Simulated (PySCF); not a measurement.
# HN···H2Al: magnetic exchange

Wanted: magnetic exchange for HN···H2Al.

Programs: PySCF 2.14.0, with routines of our own; each step states its level. All values are computed. Atoms count from 0.

## 1. The system as given

5 atoms, charge 0, high-spin multiplicity 4; geometry from: GFN2-xTB fragments, placed rigidly.

The system (radical pair): HN···H2Al. The radical centres are 4.22 Å apart, tilted by 45 degrees; the spin sites are atoms 0, 1 (2 unpaired) and atoms 2, 3, 4 (1 unpaired).

## 2. Magnetic exchange: CASSCF and SC-NEVPT2/def2-TZVP (3,3)

The job: settings as JSON, then the geometry in Å.

```
{"job": {"kind": "cas", "basis": "def2-TZVP", "active": "magnetic", "zfs": false}, "charge": 0, "high_spin_multiplicity": 4, "spin_sites": [[[0, 1], 2], [[2, 3, 4], 1]]}
N      0.035800     0.292800    -2.534400
H     -0.988000     0.292800    -2.534400
Al     0.035800     0.292800     1.689600
H      1.275200     0.032500     0.746300
H     -0.358800    -0.910800     2.633000
```

Method: CASSCF and SC-NEVPT2/def2-TZVP spin states, gas phase.

On the command line:

```sh
$ OMP_NUM_THREADS=1 python exch_run.py task.json out
```

The driver reads the jobs from task.json and runs them one after another.

What it wrote:

```text
start orbitals: natural orbitals of the high-spin HF determinant (converged)
active space: 3 electrons in 3 orbitals, 10 closed; orbitals optimised for multiplicities 4 2
macro   0  E = -298.0055310567  dE =  0.000e+00  |g| = 3.136e-02
macro   1  E = -298.0057078744  dE = -1.768e-04  |g| = 1.187e-02
macro   2  E = -298.0057407743  dE = -3.290e-05  |g| = 3.204e-03
macro   3  E = -298.0057425821  dE = -1.808e-06  |g| = 1.279e-03
macro   4  E = -298.0057430792  dE = -4.970e-07  |g| = 3.811e-04
macro   5  E = -298.0057431143  dE = -3.514e-08  |g| = 1.738e-04
CASSCF converged, mean energy = -298.0057431143
2S+1 = 4  root 0  E(CAS) = -298.00573828  E(NEVPT2) = -298.20987515  occupations 1.000 1.000 1.000
2S+1 = 2  root 0  E(CAS) = -298.00574795  E(NEVPT2) = -298.20989777  occupations 1.027 1.000 0.973
```

Wall time 1.4 s (1 thread of Intel Xeon Platinum 8175M at 2.50GHz, shared host).

Key values:

| quantity | value |
| --- | --- |
| J (CASSCF) | -1 cm⁻¹ |
| J (NEVPT2) | -2 cm⁻¹ |
| low less high spin (NEVPT2) | 0.0 kcal/mol |

Mulliken spin populations of the high-spin state:

| atom | value (e) |
| --- | --- |
| N0 | 1.99 |
| H1 | 0.01 |
| Al2 | 0.95 |
| H3 | 0.03 |
| H4 | 0.03 |

## 3. Magnetic exchange: HF/def2-TZVP

The job: settings as JSON, then the geometry in Å.

```
{"job": {"kind": "bs", "xc": "HF", "basis": "def2-TZVP", "rks": false}, "charge": 0, "high_spin_multiplicity": 4, "spin_sites": [[[0, 1], 2], [[2, 3, 4], 1]]}
N      0.035800     0.292800    -2.534400
H     -0.988000     0.292800    -2.534400
Al     0.035800     0.292800     1.689600
H      1.275200     0.032500     0.746300
H     -0.358800    -0.910800     2.633000
```

Level: HF/def2-TZVP high-spin and broken-symmetry single points, gas phase.

What it wrote:

```text
high-spin state, multiplicity 4
final grid: 39000 points
cycle   1  E = -297.9495151534  dE = -6.941e-01  |g| = 2.687e-01  |ddm| = 1.192e+00
cycle   2  E = -298.0049794991  dE = -5.546e-02  |g| = 9.946e-02  |ddm| = 3.650e-01
cycle   3  E = -298.0119797755  dE = -7.000e-03  |g| = 3.586e-02  |ddm| = 1.120e-01
cycle   4  E = -298.0140832477  dE = -2.103e-03  |g| = 1.189e-02  |ddm| = 8.148e-02
cycle   5  E = -298.0143512951  dE = -2.680e-04  |g| = 4.541e-03  |ddm| = 2.850e-02
cycle   6  E = -298.0143963955  dE = -4.510e-05  |g| = 1.912e-03  |ddm| = 1.066e-02
cycle   7  E = -298.0144066345  dE = -1.024e-05  |g| = 6.594e-04  |ddm| = 6.017e-03
cycle   8  E = -298.0144078916  dE = -1.257e-06  |g| = 1.979e-04  |ddm| = 2.368e-03
cycle   9  E = -298.0144080019  dE = -1.104e-07  |g| = 7.995e-05  |ddm| = 6.483e-04
cycle  10  E = -298.0144080310  dE = -2.907e-08  |g| = 4.026e-05  |ddm| = 3.012e-04
cycle  11  E = -298.0144080428  dE = -1.178e-08  |g| = 2.252e-05  |ddm| = 2.045e-04
cycle  12  E = -298.0144080478  dE = -4.990e-09  |g| = 8.279e-06  |ddm| = 1.850e-04
converged SCF energy = -298.0144080478

broken-symmetry state, M_S = 0.5, start: spins of the second site flipped
final grid: 39000 points
cycle   1  E = -298.0129662283  dE = -7.500e-03  |g| = 3.684e-02  |ddm| = 7.829e-02
cycle   2  E = -298.0140307480  dE = -1.065e-03  |g| = 1.608e-02  |ddm| = 2.891e-02
cycle   3  E = -298.0143409948  dE = -3.102e-04  |g| = 5.060e-03  |ddm| = 2.142e-02
cycle   4  E = -298.0143850529  dE = -4.406e-05  |g| = 2.317e-03  |ddm| = 8.285e-03
cycle   5  E = -298.0143966606  dE = -1.161e-05  |g| = 9.076e-04  |ddm| = 5.290e-03
cycle   6  E = -298.0143990097  dE = -2.349e-06  |g| = 1.996e-04  |ddm| = 3.565e-03
cycle   7  E = -298.0143990946  dE = -8.494e-08  |g| = 3.267e-05  |ddm| = 7.815e-04
cycle   8  E = -298.0143990966  dE = -1.978e-09  |g| = 1.051e-05  |ddm| = 7.473e-05
converged SCF energy = -298.0143990966

<S^2> high spin = 3.7696, broken symmetry = 1.7692
E(HS) - E(BS) = -1.96 cm-1
J_noodleman = 0.98 cm-1
J_unprojected = 0.65 cm-1
J_yamaguchi = 0.98 cm-1
```

Run time: 0.5 s. Hardware: 1 thread of Intel Xeon Platinum 8175M at 2.50GHz, shared host.

In short:

| quantity | value |
| --- | --- |
| J (Yamaguchi) | 1 cm⁻¹ |
| low less high spin, projected | 0.0 kcal/mol |

## 4. Magnetic exchange: B3LYP/def2-TZVP

The job: settings as JSON, then the geometry in Å.

```
{"job": {"kind": "bs", "xc": "B3LYP", "grid": 1, "basis": "def2-TZVP", "rks": false}, "charge": 0, "high_spin_multiplicity": 4, "spin_sites": [[[0, 1], 2], [[2, 3, 4], 1]]}
N      0.035800     0.292800    -2.534400
H     -0.988000     0.292800    -2.534400
Al     0.035800     0.292800     1.689600
H      1.275200     0.032500     0.746300
H     -0.358800    -0.910800     2.633000
```

With the program's defaults for keys left out, this is: B3LYP/def2-TZVP high-spin and broken-symmetry single points, gas phase.

What it wrote:

```text
high-spin state, multiplicity 4
final grid: 18888 points
cycle   1  E = -298.8346952400  dE = -1.625e-02  |g| = 2.322e-02  |ddm| = 2.034e-01
cycle   2  E = -298.8349955228  dE = -3.003e-04  |g| = 1.534e-02  |ddm| = 4.879e-02
cycle   3  E = -298.8351111520  dE = -1.156e-04  |g| = 4.090e-03  |ddm| = 1.595e-02
cycle   4  E = -298.8351219879  dE = -1.084e-05  |g| = 1.076e-03  |ddm| = 5.136e-03
cycle   5  E = -298.8351231472  dE = -1.159e-06  |g| = 3.591e-04  |ddm| = 2.295e-03
cycle   6  E = -298.8351232456  dE = -9.839e-08  |g| = 1.038e-04  |ddm| = 4.343e-04
cycle   7  E = -298.8351232586  dE = -1.303e-08  |g| = 1.712e-05  |ddm| = 2.201e-04
cycle   8  E = -298.8351232590  dE = -4.269e-10  |g| = 3.772e-06  |ddm| = 4.341e-05
converged SCF energy = -298.8351232590

broken-symmetry state, M_S = 0.5, start: spins of the second site flipped
final grid: 18888 points
cycle   1  E = -298.8351380156  dE = -3.324e-03  |g| = 1.163e-02  |ddm| = 7.874e-02
cycle   2  E = -298.8352717897  dE = -1.338e-04  |g| = 4.286e-03  |ddm| = 1.637e-02
cycle   3  E = -298.8352832790  dE = -1.149e-05  |g| = 3.415e-03  |ddm| = 6.863e-03
cycle   4  E = -298.8352895374  dE = -6.258e-06  |g| = 4.367e-04  |ddm| = 3.178e-03
cycle   5  E = -298.8352898189  dE = -2.815e-07  |g| = 1.625e-04  |ddm| = 1.083e-03
cycle   6  E = -298.8352898413  dE = -2.237e-08  |g| = 2.570e-05  |ddm| = 2.772e-04
cycle   7  E = -298.8352898422  dE = -9.654e-10  |g| = 6.964e-06  |ddm| = 6.902e-05
converged SCF energy = -298.8352898422

<S^2> high spin = 3.7573, broken symmetry = 1.7536
E(HS) - E(BS) = 36.56 cm-1
J_noodleman = -18.28 cm-1
J_unprojected = -12.19 cm-1
J_yamaguchi = -18.25 cm-1
```

Run time: 2.4 s. Hardware: 1 thread of Intel Xeon Platinum 8175M at 2.50GHz, shared host; peak memory 0.25 GiB.

In short:

| quantity | value |
| --- | --- |
| J (Yamaguchi) | -18 cm⁻¹ |
| low less high spin, projected | -0.2 kcal/mol |

## 5. Magnetic exchange: CASSCF and SC-NEVPT2/def2-TZVP (3,3)

The job: settings as JSON, then the geometry in Å.

```
{"job": {"kind": "cas", "basis": "def2-TZVP", "active": "natural", "max": 4, "thr": 0.02, "zfs": false}, "charge": 0, "high_spin_multiplicity": 4, "spin_sites": [[[0, 1], 2], [[2, 3, 4], 1]]}
N      0.035800     0.292800    -2.534400
H     -0.988000     0.292800    -2.534400
Al     0.035800     0.292800     1.689600
H      1.275200     0.032500     0.746300
H     -0.358800    -0.910800     2.633000
```

Level: CASSCF and SC-NEVPT2/def2-TZVP spin states, gas phase.

What it wrote:

```text
start orbitals: natural orbitals of the high-spin HF determinant (converged)
active space: 3 electrons in 3 orbitals, 10 closed; orbitals optimised for multiplicities 4 2
macro   0  E = -298.0055310567  dE =  0.000e+00  |g| = 3.136e-02
macro   1  E = -298.0057078744  dE = -1.768e-04  |g| = 1.187e-02
macro   2  E = -298.0057407743  dE = -3.290e-05  |g| = 3.204e-03
macro   3  E = -298.0057425821  dE = -1.808e-06  |g| = 1.279e-03
macro   4  E = -298.0057430792  dE = -4.970e-07  |g| = 3.811e-04
macro   5  E = -298.0057431143  dE = -3.514e-08  |g| = 1.738e-04
CASSCF converged, mean energy = -298.0057431143
2S+1 = 4  root 0  E(CAS) = -298.00573828  E(NEVPT2) = -298.20987515  occupations 1.000 1.000 1.000
2S+1 = 2  root 0  E(CAS) = -298.00574795  E(NEVPT2) = -298.20989777  occupations 1.027 1.000 0.973
```

Wall time 1.1 s (1 thread of Intel Xeon Platinum 8175M at 2.50GHz, shared host); peak memory 0.25 GiB.

In short:

| quantity | value |
| --- | --- |
| J (CASSCF) | -1 cm⁻¹ |
| J (NEVPT2) | -2 cm⁻¹ |
| low less high spin (NEVPT2) | 0.0 kcal/mol |

## 6. Magnetic exchange: HF/3-21G, X2C, other SCF options

The job: settings as JSON, then the geometry in Å.

```
{"job": {"kind": "bs", "xc": "HF", "basis": "3-21G", "rks": false, "x2c": true, "scf": {"damp": 0.5, "max_cycle": 55}}, "charge": 0, "high_spin_multiplicity": 4, "spin_sites": [[[0, 1], 2], [[2, 3, 4], 1]]}
N      0.035800     0.292800    -2.534400
H     -0.988000     0.292800    -2.534400
Al     0.035800     0.292800     1.689600
H      1.275200     0.032500     0.746300
H     -0.358800    -0.910800     2.633000
```

Method: HF/3-21G high-spin and broken-symmetry single points, scalar X2C, gas phase.

What it wrote:

```text
high-spin state, multiplicity 4
damping 0.50 in the first 6 cycles
final grid: 39000 points
cycle   1  E = -296.6997177513  dE = -8.976e-01  |g| = 2.059e-01  |ddm| = 1.328e+00
cycle   2  E = -296.7254881460  dE = -2.577e-02  |g| = 1.100e-01  |ddm| = 1.667e-01
cycle   3  E = -296.7334572761  dE = -7.969e-03  |g| = 6.878e-02  |ddm| = 8.979e-02
cycle   4  E = -296.7367357174  dE = -3.278e-03  |g| = 4.617e-02  |ddm| = 5.591e-02
cycle   5  E = -296.7382621969  dE = -1.526e-03  |g| = 3.225e-02  |ddm| = 3.700e-02
cycle   6  E = -296.7395361576  dE = -1.274e-03  |g| = 1.490e-02  |ddm| = 5.037e-02
cycle   7  E = -296.7398368823  dE = -3.007e-04  |g| = 8.260e-03  |ddm| = 2.263e-02
cycle   8  E = -296.7399867682  dE = -1.499e-04  |g| = 2.777e-03  |ddm| = 2.492e-02
cycle   9  E = -296.7400097947  dE = -2.303e-05  |g| = 8.237e-04  |ddm| = 1.190e-02
cycle  10  E = -296.7400118095  dE = -2.015e-06  |g| = 2.064e-04  |ddm| = 3.937e-03
cycle  11  E = -296.7400119257  dE = -1.162e-07  |g| = 6.682e-05  |ddm| = 8.875e-04
cycle  12  E = -296.7400119460  dE = -2.023e-08  |g| = 3.301e-05  |ddm| = 3.225e-04
cycle  13  E = -296.7400119536  dE = -7.658e-09  |g| = 1.169e-05  |ddm| = 2.298e-04
converged SCF energy = -296.7400119536

broken-symmetry state, M_S = 0.5, start: spins of the second site flipped
damping 0.50 in the first 6 cycles
final grid: 39000 points
cycle   1  E = -296.7390321995  dE = -3.619e-03  |g| = 2.723e-02  |ddm| = 7.195e-02
cycle   2  E = -296.7394169033  dE = -3.847e-04  |g| = 2.043e-02  |ddm| = 1.297e-02
cycle   3  E = -296.7396407814  dE = -2.239e-04  |g| = 1.565e-02  |ddm| = 9.487e-03
cycle   4  E = -296.7397771399  dE = -1.364e-04  |g| = 1.222e-02  |ddm| = 7.266e-03
cycle   5  E = -296.7398634618  dE = -8.632e-05  |g| = 9.685e-03  |ddm| = 5.821e-03
cycle   6  E = -296.7399646588  dE = -1.012e-04  |g| = 5.932e-03  |ddm| = 9.662e-03
cycle   7  E = -296.7400070976  dE = -4.244e-05  |g| = 3.857e-03  |ddm| = 6.949e-03
cycle   8  E = -296.7400426316  dE = -3.553e-05  |g| = 6.682e-04  |ddm| = 1.389e-02
cycle   9  E = -296.7400439481  dE = -1.316e-06  |g| = 6.642e-05  |ddm| = 3.994e-03
cycle  10  E = -296.7400439568  dE = -8.777e-09  |g| = 1.536e-05  |ddm| = 2.890e-04
converged SCF energy = -296.7400439568

<S^2> high spin = 3.7621, broken symmetry = 1.7615
E(HS) - E(BS) = 7.02 cm-1
J_noodleman = -3.51 cm-1
J_unprojected = -2.34 cm-1
J_yamaguchi = -3.51 cm-1
```

Run time: 0.5 s. Hardware: 1 thread of Intel Xeon Platinum 8175M at 2.50GHz, shared host; peak memory 0.25 GiB.

J and the spin gap of this run are not to be taken as properties: the basis is very small.

## 7. The levels compared

J for H = −2J S1·S2; the gap is low spin less high spin (projected; unprojected where the broken-symmetry state collapsed; or NEVPT2):

| step | level | geometry | J (cm⁻¹) | gap (kcal/mol) | time |
| --- | --- | --- | --- | --- | --- |
| 2 | CASSCF and SC-NEVPT2/def2-TZVP (3,3) | one | -2 | 0.0 | 1.4 s |
| 3 | HF/def2-TZVP | one | 1 | 0.0 | 0.5 s |
| 4 | B3LYP/def2-TZVP | one | -18 | -0.2 | 2.4 s |
| 5 | CASSCF and SC-NEVPT2/def2-TZVP (3,3) | one | -2 | 0.0 | 1.1 s |

CASSCF times leave out a start SCF that an earlier step had already made.

## 8. Results

| quantity | value |
| --- | --- |
| J (CASSCF) (step 2, CASSCF and SC-NEVPT2/def2-TZVP (3,3)) | -1 cm⁻¹ |
| J (NEVPT2) (step 2, CASSCF and SC-NEVPT2/def2-TZVP (3,3)) | -2 cm⁻¹ |
| low less high spin (NEVPT2) (step 2, CASSCF and SC-NEVPT2/def2-TZVP (3,3)) | 0.0 kcal/mol |
| J | -18 (B3LYP/def2-TZVP) to 1 cm⁻¹ (HF/def2-TZVP) |

In words: Step 6 is set aside for J and the spin gap: the basis is very small. The levels with a meaningful J range from no coupling to an antiferromagnetic one, from -18 to 1 cm⁻¹.
